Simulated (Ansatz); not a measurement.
CH3, SMILES [CH3], multiplicity 2.

Geometry: TPSSh-D3(BJ)/def2-TZVPD. The isomer is the one that the SMILES or the coordinates give; other isomers of the formula were not compared.

Two levels are set side by side: PBE/def2-TZVPD (Ansatz, an electronic-structure program) and PBE0/def2-TZVPD (Ansatz). Energy differences of separate SCF runs at the same geometry; the states with an electron removed or added have multiplicity 1 and 1. Differences are taken from unrounded values.

```json
[
 {"quantity": "vertical ionisation energy (eV)", "PBE0": "9.96"}
]
```

Q: What does PBE give, and how far is it from PBE0? (Estimate from the structure and the level; the computed values follow.)

A: 
```
quantity                           PBE  PBE minus PBE0
-------------------------------  -----  --------------
vertical ionisation energy (eV)  10.01            0.05
```

On these quantities the two levels nearly agree.
